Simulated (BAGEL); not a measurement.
# BH2Cl− (SMILES [BH2-]Cl) at NEVPT2(13,10)/cc-pVTZ (density fitting with cc-pvqz-jkfit)

Aim: the vertical doublet–quartet gap of BH2Cl− at NEVPT2(13,10)/cc-pVTZ (density fitting with cc-pvqz-jkfit), from 2 runs. 

The results are computed with BAGEL 1.2.2.

3 further runs of the same task are left out: 3 set aside as unsound or not needed.

## 1. The molecule

BH2Cl−: 4 atoms, total charge -1, spin state doublet. SMILES: `[BH2-]Cl`. The shape is that of a GFN2-xTB optimisation.

Bond lengths: B1–Cl2 1.923 Å, B1–H3 1.212 Å, B1–H4 1.212 Å. Angles: Cl2–B1–H3 107.8°, Cl2–B1–H4 107.8°, H3–B1–H4 115.8°.

## 2. The energy at NEVPT2(13,10)/cc-pVTZ (density fitting with cc-pvqz-jkfit)

The input, input.json:

```json
{ "bagel" : [

{
  "title" : "molecule",
  "basis" : "cc-pvtz.json",
  "df_basis" : "cc-pvqz-jkfit",
  "angstrom" : "true",
  "geometry" : [
    { "atom" : "B", "xyz" : [      -0.072740,      -0.194320,      -0.337270 ] },
    { "atom" : "Cl", "xyz" : [       1.390160,       0.062360,       0.884750 ] },
    { "atom" : "H", "xyz" : [      -0.963970,      -0.752550,       0.264630 ] },
    { "atom" : "H", "xyz" : [      -0.353460,       0.884500,      -0.812110 ] }
  ]
},

{ "title" : "hf" },

{ "title" : "casscf", "nstate" : 1, "nact" : 10, "nclosed" : 6, "charge" : -1, "nspin" : 1, "maxiter" : 200, "natocc" : "true" },

{
  "title" : "nevpt2",
  "nstate" : 1,
  "nact" : 10,
  "nclosed" : 6,
  "charge" : -1,
  "nspin" : 1,
  "maxiter" : 200,
  "natocc" : "true",
  "ncore" : 6
}

]}
```

The basis set cc-pVTZ is read from a file made from the Basis Set Exchange's data (not shown).

Run with:

```bash
$ BAGEL_NUM_THREADS=1 BAGEL input.json > input.out
```

Standard output:

```text
* using 1 threads per process

  ===============================================================
  ===============================================================

  *** Geometry ***

  { "atom" : "B", "xyz" : [     -0.137459,     -0.367212,     -0.637348 ] },
  { "atom" : "Cl", "xyz" : [      2.627022,      0.117843,      1.671935 ] },
  { "atom" : "H", "xyz" : [     -1.821639,     -1.422113,      0.500078 ] },
  { "atom" : "H", "xyz" : [     -0.667943,      1.671463,     -1.534665 ] },

  Number of auxiliary basis functions:      356

  Since a DF basis is specified, we compute 2- and 3-index integrals:
    o Being stored without compression. Storage requirement is 0.024 GB

  Number of basis functions:       92
  Number of electrons      :       24

    * METHOD: MOLECULE                             0.10

  *** RHF ***

  === Nuclear Repulsion ===
    35.0185066225

      * DIIS with orbital gradients will be used.

  === RHF iteration (cc-pvtz.json) ===
      0       -485.30926897          0.00970857           0.02
      1       -485.34631559          0.00409792           0.02
      2       -485.35185562          0.00125551           0.02
      3       -485.35267944          0.00023391           0.02
      4       -485.35271658          0.00009383           0.02
      5       -485.35272485          0.00002953           0.02
      6       -485.35272578          0.00000959           0.02
      7       -485.35272588          0.00000197           0.02
      8       -485.35272588          0.00000074           0.02
      9       -485.35272588          0.00000025           0.02
     10       -485.35272588          0.00000009           0.02
     11       -485.35272588          0.00000004           0.02
     12       -485.35272588          0.00000001           0.02
     13       -485.35272588          0.00000001           0.02
    * SCF iteration converged.

    * Permanent dipole moment:
           (    0.491245,     0.250928,     0.661255) a.u.

    * METHOD: HF                                   0.33

  ---------------------------
      CASSCF calculation
  ---------------------------

    * nstate   :      1
    * nclosed  :      6
    * nact     :     10
    * nvirt    :     76
  === CASSCF iteration (cc-pvtz.json) ===

    * Using the second-order algorithm

      0  0      -485.35130881     1.08e-02      0.28

      1  0      -485.37883547     8.86e-04      0.34

      2  0      -485.40038716     1.19e-03      0.31

      3  0      -485.40962051     5.73e-04      0.33

      4  0      -485.41300520     4.02e-04      0.34

      5  0      -485.41451968     3.09e-04      0.36

      6  0      -485.41510721     1.81e-04      0.35

      7  0      -485.41527526     9.15e-05      0.35

      8  0      -485.41531593     4.35e-05      0.35

      9  0      -485.41532525     2.03e-05      0.35

     10  0      -485.41532738     9.51e-06      0.35

     11  0      -485.41532787     4.51e-06      0.35

     12  0      -485.41532799     2.18e-06      0.35

     13  0      -485.41532802     1.08e-06      0.35

     14  0      -485.41532803     5.53e-07      0.35

     15  0      -485.41532803     2.92e-07      0.35

     16  0      -485.41532803     1.60e-07      0.35

     17  0      -485.41532803     8.96e-08      0.36

     18  0      -485.41532803     5.13e-08      0.35

     19  0      -485.41532803     2.99e-08      0.35

     20  0      -485.41532803     1.75e-08      0.34

     21  0      -485.41532803     1.03e-08      0.34

     22  0      -485.41532803     6.11e-09      0.33

    * Second-order optimization converged. *

     guess   0:   closed 111111....           open ......1...

  === FCI iteration ===

      0  0      -485.36888643     1.69e-03      0.01
      1  0      -485.41280038     4.57e-04      0.01
      2  0      -485.41513191     1.30e-04      0.01
      3  0      -485.41531235     3.62e-05      0.01
      4  0      -485.41532684     1.08e-05      0.01
      5  0      -485.41532794     3.18e-06      0.01
      6  0      -485.41532802     8.25e-07      0.01
      7  0      -485.41532803     2.48e-07      0.01
      8  0      -485.41532803     6.52e-08      0.01
      9  0      -485.41532803     1.89e-08      0.01
     10  0      -485.41532803     5.28e-09      0.01
     11  0      -485.41532803     1.62e-09      0.01
     12  0      -485.41532803     4.88e-10      0.01
     13  0      -485.41532803     1.34e-10      0.01
     14  0 *    -485.41532803     3.35e-11      0.01

     * ci vector, state   0, <S^2> = 0.7500
       222222a...     0.9841919217
       22222.a.2.     0.0592881222

    * METHOD: CASSCF                               8.11

    * freezing 6 orbitals

  === DF-NEVPT2 calculation ===

    * 3-index integral transformation done
    * assembly done

      NEVPT2 correlation energy:   -0.2374010726      0.14

          (+0)      0.0000000000
          (+0)'     0.0000000000
          (+1)      0.0000000000
          (+1)'     0.0000000000
          (+2)      0.0000000000
          (-1)      0.0000000000
          (-1)'    -0.0597729491
          (-2)     -0.1776281234

      NEVPT2 total energy:       -485.6527291039

    * METHOD: NEVPT2                              60.31

  ===============================================================
```

Wall time 69 s (1 thread of Intel Xeon 6975P-C (Granite Rapids), shared host); peak memory 3.5 GiB.

## 3. The quartet at the same level

The input, calc.json:

```json
{ "bagel" : [

{
  "title" : "molecule",
  "basis" : "cc-pvtz.json",
  "df_basis" : "cc-pvqz-jkfit",
  "angstrom" : true,
  "geometry" : [
    { "atom" : "B", "xyz" : [      -0.072740,      -0.194320,      -0.337270 ] },
    { "atom" : "Cl", "xyz" : [       1.390160,       0.062360,       0.884750 ] },
    { "atom" : "H", "xyz" : [      -0.963970,      -0.752550,       0.264630 ] },
    { "atom" : "H", "xyz" : [      -0.353460,       0.884500,      -0.812110 ] }
  ]
},

{
  "title" : "hf"
},

{
  "title" : "casscf",
  "nstate" : 1,
  "nact" : 10,
  "nclosed" : 6,
  "charge" : -1,
  "nspin" : 3,
  "maxiter" : 200,
  "natocc" : true
},

{
  "title" : "nevpt2",
  "nstate" : 1,
  "nact" : 10,
  "nclosed" : 6,
  "charge" : -1,
  "nspin" : 3,
  "maxiter" : 200,
  "natocc" : true,
  "ncore" : 6
}

]}
```

The basis set cc-pVTZ is read from a file made from the Basis Set Exchange's data (not shown).

Run with:

```bash
$ BAGEL_NUM_THREADS=1 BAGEL calc.json > calc.out
```

Standard output:

```text
* using 1 threads per process

  ===============================================================
  ===============================================================

  *** Geometry ***

  { "atom" : "B", "xyz" : [     -0.137459,     -0.367212,     -0.637348 ] },
  { "atom" : "Cl", "xyz" : [      2.627022,      0.117843,      1.671935 ] },
  { "atom" : "H", "xyz" : [     -1.821639,     -1.422113,      0.500078 ] },
  { "atom" : "H", "xyz" : [     -0.667943,      1.671463,     -1.534665 ] },

  Number of auxiliary basis functions:      356

  Since a DF basis is specified, we compute 2- and 3-index integrals:
    o Being stored without compression. Storage requirement is 0.024 GB

  Number of basis functions:       92
  Number of electrons      :       24

    * METHOD: MOLECULE                             0.09

  *** RHF ***

  === Nuclear Repulsion ===
    35.0185066225

      * DIIS with orbital gradients will be used.

  === RHF iteration (cc-pvtz.json) ===
      0       -485.30926897          0.00970857           0.02
      1       -485.34631559          0.00409792           0.02
      2       -485.35185562          0.00125551           0.02
      3       -485.35267944          0.00023391           0.02
      4       -485.35271658          0.00009383           0.02
      5       -485.35272485          0.00002953           0.02
      6       -485.35272578          0.00000959           0.02
      7       -485.35272588          0.00000197           0.02
      8       -485.35272588          0.00000074           0.02
      9       -485.35272588          0.00000025           0.02
     10       -485.35272588          0.00000009           0.02
     11       -485.35272588          0.00000004           0.02
     12       -485.35272588          0.00000001           0.02
     13       -485.35272588          0.00000001           0.02
    * SCF iteration converged.

    * Permanent dipole moment:
           (    0.491245,     0.250928,     0.661255) a.u.

    * METHOD: HF                                   0.33

  ---------------------------
      CASSCF calculation
  ---------------------------

    * nstate   :      1
    * nclosed  :      6
    * nact     :     10
    * nvirt    :     76
  === CASSCF iteration (cc-pvtz.json) ===

    * Using the second-order algorithm

      0  0      -485.05268255     1.03e-02      0.19

      1  0      -485.08900168     2.77e-03      0.28

      2  0      -485.10716915     2.03e-03      0.26

      3  0      -485.11514184     1.21e-03      0.27

      4  0      -485.11679225     8.06e-04      0.29

      5  0      -485.11716217     5.58e-04      0.29

      6  0      -485.11731522     3.94e-04      0.30

      7  0      -485.11740234     2.86e-04      0.31

      8  0      -485.11745806     2.16e-04      0.31

      9  0      -485.11749514     1.67e-04      0.30

     10  0      -485.11752006     1.32e-04      0.30

     11  0      -485.11753675     1.05e-04      0.30

     12  0      -485.11754786     8.45e-05      0.31

     13  0      -485.11755521     6.80e-05      0.31

     14  0      -485.11756003     5.48e-05      0.30

     15  0      -485.11756318     4.42e-05      0.30

     16  0      -485.11756524     3.56e-05      0.30

     17  0      -485.11756657     2.87e-05      0.30

     18  0      -485.11756743     2.30e-05      0.30

     19  0      -485.11756799     1.85e-05      0.30

     20  0      -485.11756835     1.49e-05      0.30

     21  0      -485.11756858     1.19e-05      0.30

     22  0      -485.11756873     9.57e-06      0.31

     23  0      -485.11756882     7.67e-06      0.31

     24  0      -485.11756888     6.15e-06      0.31

     25  0      -485.11756892     4.93e-06      0.31

     26  0      -485.11756895     3.95e-06      0.31

     27  0      -485.11756896     3.16e-06      0.30

     28  0      -485.11756897     2.53e-06      0.31

     29  0      -485.11756898     2.03e-06      0.31

     30  0      -485.11756898     1.62e-06      0.30

     31  0      -485.11756899     1.30e-06      0.30

     32  0      -485.11756899     1.04e-06      0.30

     33  0      -485.11756899     8.33e-07      0.30

     34  0      -485.11756899     6.66e-07      0.30

     35  0      -485.11756899     5.33e-07      0.30

     36  0      -485.11756899     4.27e-07      0.31

     37  0      -485.11756899     3.42e-07      0.30

     38  0      -485.11756899     2.74e-07      0.31

     39  0      -485.11756899     2.19e-07      0.29

     40  0      -485.11756899     1.75e-07      0.29

     41  0      -485.11756899     1.40e-07      0.29

     42  0      -485.11756899     1.12e-07      0.30

     43  0      -485.11756899     8.99e-08      0.29

     44  0      -485.11756899     7.19e-08      0.28

     45  0      -485.11756899     5.76e-08      0.28

     46  0      -485.11756899     4.61e-08      0.28

     47  0      -485.11756899     3.69e-08      0.28

     48  0      -485.11756899     2.95e-08      0.27

     49  0      -485.11756899     2.36e-08      0.27

     50  0      -485.11756899     1.89e-08      0.27

     51  0      -485.11756899     1.51e-08      0.25

     52  0      -485.11756899     1.21e-08      0.25

     53  0      -485.11756899     9.71e-09      0.25

    * Second-order optimization converged. *

     guess   0:   closed 11111.....           open .....111..

  === FCI iteration ===

      0  0      -485.07967175     2.02e-03      0.00
      1  0      -485.11456172     5.74e-04      0.00
      2  0      -485.11725863     1.71e-04      0.00
      3  0      -485.11750866     6.47e-05      0.00
      4  0      -485.11755806     3.69e-05      0.00
      5  0      -485.11756802     1.24e-05      0.00
      6  0      -485.11756891     3.70e-06      0.00
      7  0      -485.11756899     9.93e-07      0.00
      8  0      -485.11756899     2.96e-07      0.00
      9  0      -485.11756899     9.58e-08      0.00
     10  0      -485.11756899     2.80e-08      0.00
     11  0      -485.11756899     9.29e-09      0.00
     12  0      -485.11756899     4.09e-09      0.00
     13  0      -485.11756899     2.59e-09      0.00
     14  0      -485.11756899     2.00e-09      0.00
     15  0      -485.11756899     1.15e-09      0.00
     16  0      -485.11756899     4.71e-10      0.00
     17  0      -485.11756899     2.86e-10      0.00
     18  0      -485.11756899     1.88e-10      0.00
     19  0 *    -485.11756899     8.39e-11      0.00

     * ci vector, state   0, <S^2> = 3.7500
       22222aaa..     0.9815788341
       22a2a22a..    -0.0516575810
       2222abaa.a     0.0501292236

    * METHOD: CASSCF                              15.88

    * freezing 6 orbitals

  === DF-NEVPT2 calculation ===

    * 3-index integral transformation done
    * assembly done

      NEVPT2 correlation energy:   -0.2526471210      0.14

          (+0)      0.0000000000
          (+0)'     0.0000000000
          (+1)      0.0000000000
          (+1)'     0.0000000000
          (+2)      0.0000000000
          (-1)      0.0000000000
          (-1)'    -0.0735061824
          (-2)     -0.1791409386

      NEVPT2 total energy:       -485.3702161130

    * METHOD: NEVPT2                              46.26

  ===============================================================
```

Run time: 63 s. Hardware: 1 thread of Intel Xeon 6975P-C (Granite Rapids), shared host; peak memory 3 GiB.

## 4. Summary of results

Level: NEVPT2(13,10)/cc-pVTZ (density fitting with cc-pvqz-jkfit), 6 core orbitals frozen.

| quantity | value |
| --- | --- |
| doublet: total energy | -485.65273 Eh |
| quartet: total energy | -485.37022 Eh |
| vertical energy of the quartet above the doublet | 7.688 eV |

At this shape the quartet lies 7.69 eV (177 kcal/mol) above the doublet. For an anion a state so high probably lies above electron detachment.
